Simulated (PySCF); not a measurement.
Spectrum to structure. Computed with TDDFT CAM-B3LYP/def2-SVPD, vertical, gas phase, core orbitals frozen in the response in PySCF 2.14.0, density-fitted response routines. Geometries: PBE0-D3(BJ)/def2-SVP, one conformer each.

```
state  E (eV)  λ (nm)      f
   S1    4.70   263.7  0.046
   S2    6.18   200.6  0.123
   S3    6.52   190.2  0.163
   S4    6.79   182.6  0.125
   S5    7.08   175.2  0.028
   S6    7.20   172.2  0.016
```

Question: Which structure fits? All have the formula C5H9N.
A. `C(=C)N=C(C)C`
B. `CC1=NCCC1`
C. `CC(C)(C)C#N`
D. `N=C1CCCC1`

Answer: A. Its S1, at 4.70 eV, is the lowest among the candidates; the nearest of the others has S1 at 5.32 eV. S1 is HOMO→LUMO (83%). Löwdin shares by element: HOMO carbon 54% or more, nitrogen 32%; LUMO carbon 49% or more, nitrogen 22% (atoms not listed hold the other 29%). At the same level the other candidates give, for their lowest levels:
- `CC(C)(C)C#N`: 7.73 eV (f 0.000); 8.07 eV (f 0.008 summed over 2 states); 8.84 eV (f 0.123 summed over 2 states); 9.39 eV (f 0.010 summed over 2 states); 9.75 eV (f 0.050 summed over 2 states); T1 6.36 eV; HOMO -10.66, LUMO 1.02 eV
- `N=C1CCCC1`: 5.32 eV (f 0.003); 7.09 eV (f 0.035); 7.68 eV (f 0.209); 7.77 eV (f 0.018); 8.02 eV (f 0.001); T1 4.61 eV; HOMO -8.67, LUMO 1.04 eV
- `CC1=NCCC1`: 5.67 eV (f 0.002); 7.12 eV (f 0.028); 7.33 eV (f 0.007); 7.42 eV (f 0.253); 7.98 eV (f 0.026); HOMO -8.71, LUMO 1.28 eV

Shape of the structure used: `[CH2:1]=[CH:2][N:3]=[C:4]([CH3:5])[CH3:6]`: C1–C2–N3–C4 64°.
Triplets come from the Tamm–Dancoff approximation.
